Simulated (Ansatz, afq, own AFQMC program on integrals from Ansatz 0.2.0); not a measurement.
## AFQMC, coupled cluster and functionals along a coordinate of B$_{2}$SiH, quartet

```xyz
4

B     0.0000   -0.3807    2.1502
B     0.0000    0.4056    0.7804
Si    0.0000   -0.0675   -1.1591
H     0.0000    1.6127    0.8640
```

All coordinates are scaled about the centre. Energies in mEh count from this geometry (1.000) at the same level; the start stands on UHF, each point on the determinant named.

Basis cc-pVDZ. Noble-gas cores (and the filled d shells of Ga–Kr and In–Xe) are frozen. Integrals, coupled cluster, full CI and functionals: Ansatz 0.2.0; the random walks run on the same integrals in our own AFQMC program. ph-AFQMC/CISD is guided by a CISD state made of CCSD amplitudes; releasing the constraint for a short imaginary time cuts its bias at the price of noise, slowly where states lie close. Error bars are statistical, one sigma.

Cautions, each for one point or more: (T) is large; higher spins were not checked; lower spins were not checked; raised T1 diagnostic; strong correlation; the ph-AFQMC/CISD walk drifts between its halves; the search met a lower determinant of the same kind, perhaps of another symmetry, and this one is a saddle point; unrestricted determinant slightly spin contaminated; unrestricted determinant spin contaminated; walk and cluster series may follow different spin states.

```csv
scale of all distances,det.,T1,weight,⟨S²⟩,CCSD(T),ph-AFQMC/CISD,CCSDT(Q),PBE0,r2SCAN
0.881,UHF,0.038,0.84,3.82,69.1,70.0 ± 0.9,69.5,58.6,58.8
1.114,UHF,0.047,0.80,3.83,15.5,16.6 ± 0.7,15.0,22.6,22.2
1.299,UHF†¶,0.063,0.73,4.03,97.5,99.4 ± 1.0,93.2,–,–
1.494,UHF†¶,0.073,0.71,4.14,178.1,179.6 ± 1.0,174.6,203.3,200.5
```

Weight is that of the determinant in the CISD state; at the start T1 is 0.044 and the weight 0.82, and ⟨S²⟩ is 3.80. ¶ marks points with a poor determinant and no full CI, where no value is sure; they don't count among the departures. A dagger marks points whose determinant fills other symmetries than the start's, so the wave-function levels may follow another state there, or a degenerate partner. A dash marks a missing value, a released energy that hasn't settled or a functional that sits on another state. Largest departures from phaseless AFQMC with a CISD trial: CCSD(T) -1.1 mEh at 1.114 (on UHF) (within the noise), CCSDT(Q) -1.6 mEh at 1.114 (on UHF), PBE0 -11.3 mEh at 0.881, r2SCAN -11.1 mEh at 0.881. The walk's constraint bias lies outside its error bars, so these are departures and not errors. Functionals count only at points shown to share the start's state and spin. In this small basis the wave-function levels are far from their limit, so their gap to the functionals isn't the functionals' error.

Some points may be missing: those where a free walk finds a much lower state, and past Zn most of those on another determinant than at the start.

CCSDT and higher add their correlation energy to the determinant of the CCSD(T) run, since their own runs factorise the integrals more tightly (a shift of under 2 meV). A walk keeps the symmetry of its determinant, which the program's search chose and which needn't be the lowest solution, so a lower state of the same spin and another symmetry isn't excluded.
